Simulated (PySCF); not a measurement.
SMILES C#C/C=C\O, PBE/def2-SVP optimised geometry. Atoms within 1.6 Å of the plane z = 0.0 Å (x, y, z in Å): C1 (1.68, -0.65, 0.00), C2 (0.45, -0.73, 0.00), C3 (-0.97, -0.73, 0.00), C4 (-1.66, 0.45, 0.00), O5 (-1.11, 1.68, 0.00), H6 (2.76, -0.62, 0.00), H7 (-1.52, -1.68, 0.00), H8 (-2.76, 0.49, 0.00), H9 (-0.13, 1.56, 0.00).

Method: PBE/def2-TZVP in PySCF 2.14.0. Cells within 0.4 Å of a nucleus heavier than hydrogen are left out (blank, or x).

Map of the HOMO−1 amplitude (bohr^(-3/2)) on the plane z = 0.0 Å; orbital energy -6.97 eV, overall sign arbitrary:

```
|5555555555555555555555555|
|5555555555555555555555555|
|5555555555555555555555555|
|5555555555555555555555555|
|5555555555555555555555555|
|5555555555555555555555555|
|5555555555555555555555555|
|5555555555445555555555555|
|555555556xx45555555555555|
|5555555555455666555555555|
|55555556x5556666665555555|
|55555555x3456777776555555|
|5555555433457999986555555|
|5555555544x57x99x86555555|
|555555555xx54xx2x24455555|
|5555555667642000023455555|
|5555555677643222234455555|
|5555555666554433444455555|
|5555555555554444444555555|
|5555555555555544555555555|
|5555555555555555555555555|
|5555555555555555555555555|
|5555555555555555555555555|
|5555555555555555555555555|
|5555555555555555555555555|
```
Scale: ten equal steps from -0.223 (start of '0') to 0.193 (end of '9'), in the order '0123456789'; x runs from -5.00 to 5.00, y from -5.00 (bottom) to 5.00 (top).
